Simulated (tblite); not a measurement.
Input of a run (GFN2-xTB geometry optimisation, gas phase (tblite 0.8.0)), started from a force field or distance geometry:
```
{"job": {"kind": "relax", "xc": "GFN2-xTB", "basis": "xTB"}, "charge": -1, "multiplicity": 1}
P      2.484700    -0.356700     0.029100
N      0.733400    -0.179200    -0.013600
C     -0.143600    -1.211000    -0.182000
C     -1.426800    -0.669000    -0.158600
C     -1.295600     0.715900     0.067900
C      0.049900     0.992800     0.144400
H      3.289000     0.799400     0.223800
H      0.187000    -2.222600    -0.320500
H     -2.342200    -1.237400    -0.262600
H     -2.099100     1.441200     0.144900
H      0.568700     1.929300     0.301400
```

Output (eV, eV/Å):
```
step      E/eV     max force
  0    -455.04582    2.135
  1    -455.16271    1.517
  2    -455.32445    1.215
  3    -455.38012    1.136
  4    -455.44349    0.891
  5    -455.49778    0.742
  6    -455.53785    0.661
  7    -455.56342    0.493
  8    -455.58060    0.296
  9    -455.58547    0.218
 10    -455.58949    0.211
 11    -455.59386    0.279
 12    -455.59887    0.263
 13    -455.60354    0.195
 14    -455.60714    0.141
 15    -455.60974    0.169
 16    -455.61176    0.162
 17    -455.61340    0.165
 18    -455.61491    0.142
 19    -455.61639    0.114
 20    -455.61753    0.093
 21    -455.61802    0.042
 22    -455.61811    0.012
 23    -455.61812    0.009
```

Q: Summarise the run.

A: The energy falls by 13.2 kcal/mol over 23 L-BFGS steps, the largest force on an atom goes from 2.13 to 0.009 eV/Å, and the atoms move by 0.172 Å rms after alignment. The bond that changes most is P1–H7 (ends: phosphorus bonded to N and H; P–H hydrogen), which shortens by 0.043 Å. Bonds longer at the end by more than 0.005 Å: 0 of 11; shorter: 9. Among the angles that change most is N2–P1–H7, from 118.9° to 91.8°. The energy never rose by more than 1e-5 eV on the way. The first step brought 20 % of the lowering.

Q: What are the final bond lengths?

A: P1–N2 1.748 Å, N2–C3 1.356 Å, C3–C4 1.376 Å, C4–C5 1.402 Å, C5–C6 1.376 Å, N2–C6 1.355 Å, P1–H7 1.379 Å, C3–H8 1.075 Å, C4–H9 1.077 Å, C5–H10 1.077 Å, C6–H11 1.076 Å. Numbering counts from 1 in the input's order; the species is `[PH-]n1cccc1`.

Hardware: an Arm Neoverse V1 with one thread, shared host with 32 logical CPUs at a one-minute load of 11. Cost: 0.12 s wall.

Its GFN2-xTB frequencies are all real (lowest 137 cm⁻¹).

Conformer computed: `[PH-:1][n:2]1[cH:3][cH:4][cH:5][cH:6]1`: H–P1–N2–C3 180°.

One conformer stands for the species.
